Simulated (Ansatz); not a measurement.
Ideal-gas functions of C3H4FN (`C=CC(=N)F`) at 500 K and 1 bar, from an Ansatz frequency run at PBE0-D4/def2-TZVP.

Molar mass 73.07 g/mol, point group Cs (symmetry number 1), electronic degeneracy 1, moments of inertia 48.272, 114.77, 163.042 u Å². Harmonic wavenumbers (cm⁻¹, unscaled): 146, 274, 475, 512, 590, 799, 834, 904, 995, 1010, 1035, 1103, 1305, 1336, 1446, 1701, 1788, 3174, 3219, 3268, 3527.

Use S(trans) = R[1.5 ln M + 2.5 ln T − 1.1517]; rotational temperatures θ = 24.2544 K / I; S(rot) = R[ln(√π/σ · √(T³/θAθBθC)) + 1.5]; for each mode x = 1.438777 ν̃/T, S = R[x/(eˣ − 1) − ln(1 − e⁻ˣ)] and H = RT x/(eˣ − 1); 1 cm⁻¹ = 0.0119627 kJ/mol; R = 8.31446 J/(mol·K).

Problem. By hand: the entropy, in J/(mol·K).

Solution. Translation 173.1. Rotation: θ = 0.5025, 0.2113, 0.1488 K, giving 112.0. Vibration, mode by mode: 15.59, 10.50, 6.33, 5.81, 4.85, 3.01, 2.78, 2.37, 1.93, 1.87, 1.76, 1.51, 0.94, 0.88, 0.68, 0.37, 0.30, 0.01, 0.01, 0.01, 0.00, in all 61.5. Electronic 0.0. Sum 346.6 J/(mol·K).

Problem. By hand: H − E and G − E in kJ/mol, counted from the electronic energy.

Solution. Zero-point energy ½ × 29441 × 0.0119627 = 176.1; thermal vibration 18.3; translation, rotation and pV give 4 RT = 16.6. H − E = 211.0 kJ/mol, and G − E = 211.0 − 500 × 346.6/1000 = 37.7 kJ/mol.

Vibration gives 18 % of the entropy, 15.6 J/(mol·K) of it from the mode under 150 cm⁻¹: soft modes count most, and the harmonic formula is weakest for them. The sum counts one conformer and one mirror image; others add a mixing term.
